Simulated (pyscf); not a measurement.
Single points on ωB97X-D3(BJ)/def2-SVP structures (PySCF, gas phase). Correlated levels are frozen-core, on RHF or UHF. ΔMP2 is the change of the MP2 total energy from the triple- to the quadruple-zeta basis.

SMILES: NB=O
```xyz
5

N     -0.1628     0.1749    -0.7810
B      0.8584     0.5157     0.0964
O      1.7508     0.8137     0.8632
H     -1.0986     0.5470    -0.6918
H     -0.0213    -0.4617    -1.5537
```

Problem. What is the homolytic dissociation enthalpy (298 K, CCSD(T)/def2-TZVPP + ΔMP2(QZVPP)) of the B–N bond of H₂N–B=O, to NH₂• + [B=O]•?

Solution. B–N to NH₂• + [B=O]•: 126.2 kcal/mol. The radicals are drawn with the spin at the cut bond; how far it spreads was not checked. The CCSD(T) − MP2 part came from Ansatz, without density fitting, on the same reference.
